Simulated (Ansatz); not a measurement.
**Si₂H₆ (singlet): the correlation ladder, cc-pV(T+d)Z**

One table from this session's results is given with a row withheld; the runs are named, their logs left out.

Computed with Ansatz 0.2.0, Gaussian basis. Level: cc-pV(T+d)Z, core rule «outside noble gas», up to 10 orbitals frozen.

The runs, in order: UHF; CCSD(T) on RHF; BCCD(T) on RHF; CASSCF and NEVPT2, 8 electrons in 8 orbitals.

15 further runs of the same task are left out: 2 that didn't finish, 13 set aside as unsound or not needed.

## The geometry

The geometry is an MP2(full)/6-31G* stationary point (not a proven minimum).

8 atoms, charge 0, spin multiplicity 1.

Atoms are counted from 1 here; the program's logs count them from 0.

Bond lengths: Si1–Si2 2.335 Å, Si1–H3 1.487 Å, Si1–H4 1.487 Å, Si1–H5 1.487 Å, Si2–H6 1.487 Å, Si2–H7 1.487 Å, Si2–H8 1.487 Å. Angles: Si2–Si1–H3 110.4°, Si2–Si1–H4 110.4°, Si2–Si1–H5 110.4°, H3–Si1–H4 108.5°, H3–Si1–H5 108.5°, H4–Si1–H5 108.5°, Si1–Si2–H6 110.4°, Si1–Si2–H7 110.4°, Si1–Si2–H8 110.4°, H6–Si2–H7 108.5°, H6–Si2–H8 108.5°, H7–Si2–H8 108.5°.

As a file:

```xyz
8

Si    0.00000    0.00000    1.16768
Si    0.00000    0.00000   -1.16768
H     0.00000    1.39329    1.68602
H    -1.20662   -0.69664    1.68602
H     1.20662   -0.69664    1.68602
H     0.00000   -1.39329   -1.68602
H    -1.20662    0.69664   -1.68602
H     1.20662    0.69664   -1.68602
```

The first run:

The input, in.yaml:

```yaml
crystal:
  periodic: [false, false, false]
  atoms:
    - {symbol: Si, position_ang: [0.000000, 0.000000, 1.167683]}
    - {symbol: Si, position_ang: [0.000000, 0.000000, -1.167683]}
    - {symbol: H, position_ang: [0.000000, 1.393286, 1.686020]}
    - {symbol: H, position_ang: [-1.206621, -0.696643, 1.686020]}
    - {symbol: H, position_ang: [1.206621, -0.696643, 1.686020]}
    - {symbol: H, position_ang: [0.000000, -1.393286, -1.686020]}
    - {symbol: H, position_ang: [-1.206621, 0.696643, -1.686020]}
    - {symbol: H, position_ang: [1.206621, 0.696643, -1.686020]}
basis:
  gaussian: {orbitals: "cc-pV(T+d)Z.json"}
magnetization: {spin_polarized: true, initial_magnetization: 0}
hamiltonian: {xc: hf}
output: {orbitals: {seedname: orbitals}}
```

Started as:

```bash
> ansatz run in.yaml --threads 1 --pin off --events-out ev --progress --plain --max-ram 4160MiB --backend cpu
```

Among the steps run: UHF; CCSD(T) on RHF; BCCD(T) on RHF; CASSCF and NEVPT2, 8 electrons in 8 orbitals.

One table of the session follows, with a row left open; its other results are not shown here.

| method | from RCCSD(T) (kJ/mol) |
| --- | --- |
| RHF | +850.1 |
| RMP2 | +156.5 |
| RCCSD | +24.4 |
| RCCSD(T) | 0 |
| BCCD(T) | -0.1 |
| CASSCF frontier | +706.8 |
| NEVPT2 frontier | ? |

Estimate the missing values for NEVPT2 frontier.

**Answer.** from RCCSD(T) (kJ/mol): +181.5. In the column «from RCCSD(T) (kJ/mol)» it lies between RMP2 (+156.5) and CASSCF frontier (+706.8).
